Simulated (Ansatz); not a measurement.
**HAl–AlH, triplet: stretch scan**

Starting geometry (PBE0/def2-TZVP stationary point for this spin, not checked as a minimum):

```yaml
atoms:
  - { symbol: Al, position_ang: [0.0000, 0.0000, 1.1500] }
  - { symbol: Al, position_ang: [0.0000, 0.0000, -1.1500] }
  - { symbol: H, position_ang: [0.0000, 0.0000, 2.7245] }
  - { symbol: H, position_ang: [0.0000, 0.0000, -2.7245] }
```

From there H3 moves along the line of the two atoms named below, all else staying in place; atoms are numbered as listed. Energies are in kcal/mol, counted from the starting geometry at the same level.

Basis cc-pVDZ; Ansatz 0.2.0. Correlated methods freeze the noble-gas cores. R marks a restricted (for open shells ROHF) determinant, U an unrestricted one.

Unrestricted rows (U) aren't spin-pure: their determinants' ⟨S²⟩ exceeds S(S+1) by up to 0.23, so they mix in states of higher spin. Coupled cluster chose its determinant by trial CCSD, here up to 0.42 eV above the lowest Hartree–Fock solution of its kind. For open shells CISD is restricted-active-space CI with the open shells as a complete middle space. A value is left out where its run failed or describes another state than the reference as far as symmetry and spin tell, or, spin-broken singlets apart, can't be checked.

Full CI isn't at hand for all of this; UCCSDT(Q) serves as the reference, and is uncertain by about the last step of the cluster series. The frozen core follows each run's orbitals, which can shift R against U totals by a few meV.

| distance Al1-H3 (Å) | UCCSDT(Q) | error RHF | error CISD | error RCCSD | error UCCSD | error RCCSD(T) | error RCCSDT(Q) |
| --- | --- | --- | --- | --- | --- | --- | --- |
| 1.279 | 21.8 | -0.4 | -0.4 | -0.2 | -0.2 | -0.1 | 0.0 |
| 1.437 | 3.9 | -0.4 | -0.2 | -0.1 | -0.1 | 0.0 | 0.0 |
| 1.575 | 0.0 | 0.0 | 0.0 | 0.0 | 0.0 | 0.0 | 0.0 |
| 1.712 | 2.2 | 0.7 | 0.3 | 0.2 | 0.2 | 0.1 | 0.0 |
| 1.966 | 14.0 | 3.0 | 1.3 | 0.6 | 0.6 | 0.2 | 0.0 |
| 2.165 | 25.5 | 5.7 | 2.5 | 1.1 | 1.1 | 0.4 | 0.0 |
| 2.499 | – | – | – | – | – | – | – |
| 2.881 | – | – | – | – | – | – | – |
| 3.394 | – | – | – | – | – | – | – |
| 4.194 | 64.9 | -3.9 | 0.3 | -0.3 | -0.3 | 0.0 | 0.0 |
| 5.409 | 64.9 | -4.1 | 0.3 | -0.3 | -0.3 | 0.0 | 0.0 |

Errors are those of relative energies. In total energy the starting point itself misses UCCSDT(Q) by: RHF 89.1, CISD 9.0, RCCSD 3.9, UCCSD 3.9, RCCSD(T) 1.0, RCCSDT(Q) 0.0 kcal/mol.

Spread of the error over the points with a reference, to 5.409 Å (largest less smallest): RCCSDT(Q) 0.0, RCCSD(T) 0.4, UCCSD 1.4, RCCSD 1.4, CISD 2.9, RHF 9.8 kcal/mol.

Going outwards, the relative energy of RHF first misses by more than 1.0 kcal/mol at 1.966 Å.

Going outwards, the relative energy of UCCSD first misses by more than 1.0 kcal/mol at 2.165 Å.
